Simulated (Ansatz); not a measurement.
**Errors in the vertical ionisation energy**

6 molecules; the vertical ionisation energy in eV, computed less measured. Shapes, held fixed at every level: PBE0-D4/def2-TZVP. No vibrational averaging. Programs: Ansatz 0.2.0. Measured values: NIST CCCBDB.

Levels: A = PBE-D4/def2-TZVPP; B = wB97X-V/def2-TZVPP; C = CCSDT(Q)/STO-3G; D = CCSD(T)/def2-TZVPP.

| molecule | measured | A | B | C | D |
| --- | --- | --- | --- | --- | --- |
| HCN (hydrogen cyanide) | 13.61 | +0.16 | +0.04 | -2.09 | +0.16 |
| C2H2 (acetylene) | 11.49 | -0.06 | -0.19 | -1.43 | -0.05 |
| H2CO (formaldehyde) | 10.88 | -0.16 | -0.07 | -2.98 | -0.05 |
| CH3Cl (chloromethane) | 11.29 | -0.21 | +0.03 | -1.55 | -0.02 |
| CH4O (methanol) | 10.96 | -0.30 | -0.06 | -3.46 | +0.03 |
| CH4S (methanethiol) | 9.44 | -0.16 | -0.02 | -3.38 | -0.07 |

(1) Sum up the errors.

Answers

(1) 
| level | kind | mean error | mean absolute error | worst case |
| --- | --- | --- | --- | --- |
| PBE-D4/def2-TZVPP | GGA | -0.122 | 0.175 | CH4O |
| wB97X-V/def2-TZVPP | range-separated hybrid | -0.045 | 0.068 | C2H2 |
| CCSDT(Q)/STO-3G | coupled cluster or CI | -2.482 | 2.482 | CH4O |
| CCSD(T)/def2-TZVPP | coupled cluster or CI | 0.000 | 0.063 | HCN |

On this set CCSD(T)/def2-TZVPP has the smallest mean absolute error and CCSDT(Q)/STO-3G the largest. PBE-D4/def2-TZVPP is too low in 5 of 6; wB97X-V/def2-TZVPP is too low in 4 of 6; CCSDT(Q)/STO-3G is too low in 6 of 6; CCSD(T)/def2-TZVPP is too low in 4 of 6. The levels differ in basis as well as in method. The smallest two are near a tie. The set is small.
